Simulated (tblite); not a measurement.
`C(=[N])CC#N` [radical] (doublet state). The geometry is computed with GFN2-xTB (gas phase). This method treats the open shell by occupation alone, without spin polarisation.

```
atom  x, y, z in Å
N1    -1.6145    1.1602    0.8652
C2    -0.9321    0.6337    0.0094
C3     0.0497   -0.5223    0.2260
C4     1.3344   -0.1821   -0.3204
N5     2.3468    0.1038   -0.7667
H6    -0.9695    0.9465   -1.0440
H7     0.1380   -0.7268    1.2955
H8    -0.3439   -1.4035   -0.2897
```

Q: What is the longest distance between nuclei?

A: N1···N5, 4.41 Å; the next longest distance is 3.45 Å.

Q: Work out the bond lengths N1=C2, C2–C3, C3–H7, C4≡N5 in pm.

A: For N1=C2 the difference vector is (0.6824, -0.5265, -0.8558) Å, of length 1.2146 Å. N1=C2 121.5; C2–C3 153.2; C3–H7 109.2; C4≡N5 114.3 pm.

Q: How far are the heavy atoms from their best plane (unweighted least squares)?

A: 0.199 Å rms; N1 0.25, C2 0.37, C3 0.05, C4 0.04, N5 0.03 Å (magnitudes).

Q: Give the dihedral angles H6–C2–C3–H7, N1–C2–C3–C4, H6–C2–C3–H8, N1–C2–C3–H8, H6–C2–C3–C4.

A: H6–C2–C3–H7 174° (antiperiplanar); N1–C2–C3–C4 -128° (anticlinal); H6–C2–C3–H8 -67° (synclinal); N1–C2–C3–H8 113° (anticlinal); H6–C2–C3–C4 53° (synclinal). Dihedral signs follow IUPAC: positive where, seen along the central bond, the front bond turns clockwise onto the rear one.

Q: What are the angles N1–C2–H6, N1–C2–C3, C2–C3–H8, C2–C3–H7, C2–C3–C4, C3–C4–N5?

A: From the scalar product of the two bond vectors; for N1–C2–H6 it is -0.7113 Å² over 1.2146 × 1.0995 Å², cos θ = -0.5326. N1–C2–H6 122.2°; N1–C2–C3 126.0°; C2–C3–H8 108.1°; C2–C3–H7 109.4°; C2–C3–C4 109.9°; C3–C4–N5 178.9°.

Q: Where is the centre of mass (commonest isotopes), and what is the radius of gyration?

A: Mass 67.030 u; centre at (0.216, 0.234, 0.005) Å; Rg = √(Σ m r²/M) = 1.702 Å. As Ia + Ib + Ic = 2 Σ m r², the three principal moments sum to 388.2 u·Å².

Q: Write the matrix of distances between heavy atoms (Å, lower triangle).

A: 
```
N1    0.000
C2    1.215  0.000
C3    2.451  1.532  0.000
C4    3.450  2.431  1.437  0.000
N5    4.413  3.411  2.580  1.143  0.000
```

Its GFN2-xTB frequencies are all real (lowest 69 cm⁻¹).

One conformer stands for the species.
